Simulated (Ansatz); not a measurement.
# Li2− (quartet): PBE, r2SCAN, PBE0, B3LYP, wB97M-V, B2PLYP, RPA-PBE over vertical spin and charge gaps, aug-cc-pVTZ

Aim: run Li2− (quartet) with these functionals over vertical spin and charge gaps, and hold them against the top wave-function level at the same points.

The runs use Ansatz 0.2.0, Gaussian basis; aug-cc-pVTZ, all electrons in the functionals, frozen cores in the correlation of double hybrids and RPA.

The runs, in order: PBE, r2SCAN, PBE0, B3LYP, wB97M-V, B2PLYP, RPA-PBE, at charge -1, quartet; charge -1, doublet; charge 0, triplet.

13 further runs of the same task are left out: 5 for a known fault of the program, 2 that didn't finish, 6 set aside as unsound or not needed.

## 1. What is computed

The geometry is a PBE0/def2-TZVPD stationary point (not a proven minimum).

2 atoms, charge -1, spin multiplicity 4.

Atoms are counted from 1 here; the program's logs count them from 0.

No contacts short enough for the rule that draws bonds.

No dispersion term is added; wB97M-V holds VV10 nonlocal correlation. B3LYP takes the VWN-RPA correlation.

The geometry shown and the zero of energy belong to the point charge -1, quartet. The yardstick, FCI, and other wave-function levels (R restricted, U unrestricted, valence and pair active spaces) come from earlier runs.

## 2. PBE, charge -1, quartet

Contents of in.yaml:

```yaml
crystal:
  periodic: [false, false, false]
  atoms:
    - {symbol: Li, position_ang: [0.000000, 0.000000, 0.000000]}
    - {symbol: Li, position_ang: [0.000000, 0.000000, 3.250800]}
basis:
  gaussian: {orbitals: aug-cc-pVTZ}
total_charge: -1
magnetization: {spin_polarized: true, initial_magnetization: 3}
hamiltonian: {xc: {name: PBE}}
output: {orbitals: {seedname: orbitals}}
```

The run is started by

```bash
> ansatz run in.yaml --threads 1 --pin off --events-out ev --progress --plain --max-ram 2393MiB
```

Further steps of the session: PBE, charge -1, doublet; PBE, charge 0, triplet; r2SCAN, charge -1, quartet; r2SCAN, charge -1, doublet; r2SCAN, charge 0, triplet; PBE0, charge -1, quartet; PBE0, charge -1, doublet; PBE0, charge 0, triplet; B3LYP, charge -1, quartet; B3LYP, charge -1, doublet; B3LYP, charge 0, triplet; wB97M-V, charge -1, quartet; wB97M-V, charge -1, doublet; wB97M-V, charge 0, triplet; B2PLYP, charge -1, quartet; B2PLYP, charge -1, doublet; B2PLYP, charge 0, triplet; RPA-PBE, charge -1, quartet; RPA-PBE, charge -1, doublet; RPA-PBE, charge 0, triplet.

Q: Predict the results of all the runs planned. Wanted: quartet to doublet, FCI; removing an electron; largest miss, PBE; largest miss, r2SCAN; largest miss, PBE0; largest miss, B3LYP; largest miss, wB97M-V; largest miss, B2PLYP; largest miss, RPA-PBE.

The runs gave:

| quantity | value |
| --- | --- |
| quartet to doublet, FCI | -1.110 eV |
| removing an electron (triplet), FCI | 0.365 eV |
| largest miss, PBE | +0.135 eV (quartet to doublet) |
| largest miss, r2SCAN | +0.175 eV (quartet to doublet) |
| largest miss, PBE0 | +0.129 eV (quartet to doublet) |
| largest miss, B3LYP | -0.076 eV (removing an electron (triplet)) |
| largest miss, wB97M-V | -0.268 eV (removing an electron (triplet)) |
| largest miss, B2PLYP | -0.137 eV (removing an electron (triplet)) |
| largest miss, RPA-PBE | +0.164 eV (removing an electron (triplet)) |
| largest miss, RCCSD(T) | +0.016 eV (quartet to doublet) |
| largest miss, UCCSD(T) | +0.016 eV (quartet to doublet) |

**Reading.** Of the functionals, B3LYP keep the smallest largest miss at the points compared (at most 0.076 eV) and wB97M-V strays most (0.268 eV, at removing an electron (triplet)). Functionals and the yardstick converge differently with the basis, so part of each miss in aug-cc-pVTZ is the basis.
